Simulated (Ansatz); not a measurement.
For hcp Be, PBE (Ansatz, a program for electronic structure, PAW) gives:

```
Item                                  Result
------------------------------  ------------
lattice constant a                   2.264 Å
lattice parameter c                  3.562 Å
bulk modulus B0                      123 GPa
cohesive energy                 3.73 eV/atom
elastic constant C11                 321 GPa
elastic constant C44                 168 GPa
Voigt–Reuss–Hill shear modulus       162 GPa
```

What does r²SCAN in Ansatz (plane waves, PAW) give for the same quantities?


- lattice constant a: 2.264 Å (is nearly the same)
- lattice parameter c: 3.564 Å (stays essentially unchanged)
- bulk modulus: 124 GPa (hardly moves)
- cohesive energy: 3.80 eV/atom (increases by 0.07 eV/atom)
- elastic constant C11: 338 GPa (goes up by 5.3 %)
- elastic constant C44: 178 GPa (rises by 6.0 %)
- Voigt–Reuss–Hill shear modulus: 173 GPa (rises by 6.8 %)

For comparison: lattice constant a 2.286 Å (measured, 293 K, not corrected to a static lattice, sources range from 2.286 to 2.290; as tabulated in Wikipedia's data pages); lattice parameter c 3.584 Å (measured, 293 K, no zero-point or thermal correction; as tabulated in Wikipedia's data pages); bulk modulus 117 GPa (measured, room temperature, not corrected to a static lattice, sources range from 97.2 to 117; as tabulated in arXiv:2410.04971); cohesive energy 3.32 eV/atom (measured, 0 K, copied from a table, unchecked, 0 K, 1 atm; zero-point vibration energy not added; as tabulated in Kittel's textbook); elastic constant C11 299 ± 0.6 GPa (measured, 0 K, extrapolated to 0 K; as tabulated in Elastic Constants of Single Crystal Beryllium, J. Appl. Phys., doi …); elastic constant C44 166 ± 0.5 GPa (measured, 0 K, extrapolated to 0 K; as tabulated in Elastic Constants of Single Crystal Beryllium, J. Appl. Phys., doi …).

Changes are worked out from the printed values.

Unless a cell is named, each level is at its own relaxed cell (PBE 7.91, r²SCAN 7.91 Å³/atom).

Ansatz's density-functional and Hartree–Fock values are scalar-relativistic unless marked +SOC, with PAW data made under PBE.
